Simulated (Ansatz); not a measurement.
The pair A = C2H4 (SMILES C=C) (first 6 atoms), B = C2H4 (SMILES C=C); geometry from A24 set.
(charge 0, multiplicity 1):
```xyz
12

H     -0.92396     1.23196    -1.75000
H      0.92396     1.23196    -1.75000
H      0.92396    -1.23196    -1.75000
H     -0.92396    -1.23196    -1.75000
C      0.00000     0.66718    -1.75000
C      0.00000    -0.66718    -1.75000
H     -0.92396     1.23196     1.75000
H      0.92396     1.23196     1.75000
H      0.92396    -1.23196     1.75000
H     -0.92396    -1.23196     1.75000
C      0.00000     0.66718     1.75000
C      0.00000    -0.66718     1.75000
```

Correlated levels freeze the cores. MP2 and its Hartree–Fock in aug-cc-pVTZ are density fitted.

Codes used: Ansatz (a first-principles code) with Gaussian orbitals. 

The counterpoise-corrected interaction energy is E(AB) − E(A in the pair's basis) − E(B in the pair's basis). Total energies (hartree):

```
level                          AB  A in the pair's basis  B in the pair's basis
-------------------  ------------  ---------------------  ---------------------
HF/aug-cc-pVDZ       -156.0813082            -78.0437654            -78.0437654
MP2/aug-cc-pVDZ      -156.6565488            -78.3291004            -78.3291004
HF/aug-cc-pVTZ       -156.1229986            -78.0645943            -78.0645943
MP2/aug-cc-pVTZ      -156.8080565            -78.4046682            -78.4046682
CCSD(T)/aug-cc-pVDZ  -156.7368781            -78.3694240            -78.3694240
```

### Question
Work out the counterpoise-corrected interaction energy at the basis-set limit: extrapolate the MP2 correlation part as X⁻³, take Hartree–Fock from the larger set, and add the CCSD(T) − MP2 difference of aug-cc-pVDZ.

### Answer

1. Differences (1 hartree = 627.509 kcal/mol): HF/aug-cc-pVDZ 3.905; MP2/aug-cc-pVDZ 1.037; HF/aug-cc-pVTZ 3.884; MP2/aug-cc-pVTZ 0.803; CCSD(T)/aug-cc-pVDZ 1.236.
2. Correlation parts, MP2 less HF: -2.868 in aug-cc-pVDZ (X = 2), -3.081 in aug-cc-pVTZ (X = 3).
3. Limit (3³·(-3.081) − 2³·(-2.868))/(3³ − 2³) = -3.171; with HF/aug-cc-pVTZ it gives 0.713.
4. CCSD(T) less MP2 in aug-cc-pVDZ: 0.199.
Result: 0.91 kcal/mol, against 1.04 at MP2/aug-cc-pVDZ. It is an estimate of this method's limit, not of the exact value.
